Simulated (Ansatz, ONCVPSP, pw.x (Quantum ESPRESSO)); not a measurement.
## Si (Z = 14): one change to the ONCV potential, in the atom and in the diamond crystal

* Element: Si
* Generator: ONCVPSP 4.0.1.1 (patched build)
* Type: optimised norm-conserving Vanderbilt (ONCV)
* Functional: PBE
* Relativity: scalar-relativistic
* Frozen core: [Ne]
* Valence charge: 4
* Reference configuration: 3s2 3p2
* Partial waves: 3s: rc 1.85 bohr, ncon 4, nbas 8, qcut 4 1/bohr, 2 projectors, debl 0.8 Ha; 3p: rc 2.20 bohr, ncon 4, nbas 7, qcut 4 1/bohr, 2 projectors, debl 3.9 Ha; d scattering state at 0.16 Ha: rc 2.05 bohr, ncon 4, nbas 8, qcut 4.1 1/bohr, 2 projectors, debl 3.1 Ha
* Local potential: polynomial inside 1.70 bohr (lpopt 5, dvloc0 3 Ha)
* Core correction: Teter function, fcfact 4, rcfact 1.1

Change: reference 3s2; wave 3p: rc 2.20 bohr, ncon 4, nbas 7, qcut 4 1/bohr, 2 projectors, debl 3.9 Ha becomes p scattering state at 0.08 Ha: rc 2.20 bohr, ncon 4, nbas 7, qcut 4 1/bohr, 2 projectors, debl 3.9 Ha.

Cutoffs, loose and tight: the cutoffs (Ha) at which the residual kinetic energy of the hardest occupied pseudo-wave falls to 1 and 0.1 mHa per electron. They do not see the model core or the augmentation charge, which bear on the density cutoff. Test errors are all-electron minus pseudo excitation energies from the reference, over the configurations 3s2 3p1; 3s2 3p0; 3s1 3p0; 3s2 3p1.5; variants that change the core or the reference have their own tests.

Crystal test: diamond Si in pw.x 7.5, no spin, 8³ k-points, Fermi–Dirac smearing 0.01 Ry, cutoffs set for each file from its atomic test. The reference is all-electron LAPW (Ansatz 0.2.0) with the same functional, mesh and smearing; V0 and B0 come from Birch–Murnaghan fits to the pressures at five volumes. Errors are pseudo minus all-electron; Δ is the rms difference of the E(V) curves that follow from these fits, minima aligned, over ±6 % about the mean V0. Mesh and smearing are coarse, so the numbers serve the comparison and aren't converged zero-temperature values; the lattice is a test structure that the element need not adopt.

All-electron: a0 = 5.469 Å (V0 = 20.45 Å³/atom), B0 = 88.5 GPa.

Task: Does the change bring the crystal closer to the all-electron result?

Result: The mean pressure error goes from +0.24 to -0.89 GPa, so the change moves the solid further from the all-electron pressures.

```tsv
quantity	base	changed
outcome (atom)	generated	generated, projector energies reset by the program
cutoff, loose (atom)	7.2 Ha	7.6 Ha
cutoff, tight (atom)	23 Ha	27 Ha
bound ghosts (atom)	none	none
largest test error (meV) (atom)	+67	+155
cutoffs in pw.x (Ry)	55/220	65/260
a0 (Å)	5.474	5.451
a0 error (%)	+0.09	-0.33
B0 error (%)	-1.2	+2.2
Δ (meV/atom)	1.1	4.0
mean pressure error (GPa)	+0.24	-0.89
```

Base: The cutoffs count occupied waves only; projector 2 of the d channel, the hardest unoccupied one, needs 64 Ha at the loose tolerance. Changed file: The cutoffs count occupied waves only; projector 2 of the d channel, the hardest unoccupied one, needs 61 Ha at the loose tolerance.
